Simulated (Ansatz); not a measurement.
# CH2BO: the cost of one run

Program: Ansatz 0.2.0. Level of theory: RKS PBE0-D4/def2-SVP. These are calculated values, not measurements.

### 1 The system as given

Bond lengths: C1–B2 1.423 Å, B2–O3 1.219 Å, C1–H4 1.069 Å, O3–H5 0.960 Å. Angles: C1–B2–O3 179.5°, B2–C1–H4 179.7°, B2–O3–H5 179.7°.

Structure file:

```xyz
5

C    -0.7525   -0.3771    1.0169
B     0.0626    0.0265   -0.0779
O     0.7544    0.3810   -1.0173
H    -1.3636   -0.6856    1.8375
H     1.2991    0.6552   -1.7592
```

### 2 Relaxing end A

Contents of input.yaml:

```yaml
crystal:
  periodic: [false, false, false]
  atoms:
    - { symbol: C, position_ang: [-0.75249, -0.37708, 1.01688] }
    - { symbol: B, position_ang: [0.06259, 0.02654, -0.07787] }
    - { symbol: O, position_ang: [0.75436, 0.38095, -1.01729] }
    - { symbol: H, position_ang: [-1.36359, -0.68558, 1.83751] }
    - { symbol: H, position_ang: [1.29913, 0.65517, -1.75923] }
total_charge: 1
basis:
  gaussian: { orbitals: def2-SVP }
hamiltonian:
  xc: pbe0
  dispersion: d4
relax:
  f_tol: 0.02
  max_steps: 50
```

Started as:

```bash
ansatz run input.yaml --threads 1 --pin off --max-ram 2048MiB --backend cpu --events-out ev --progress --plain --runs-dir out
```

**Question.** How long does this run take on 1 thread of an Arm CPU, shared host, and how much memory does it need?

About 55 s, with a peak of 0.12 GiB.
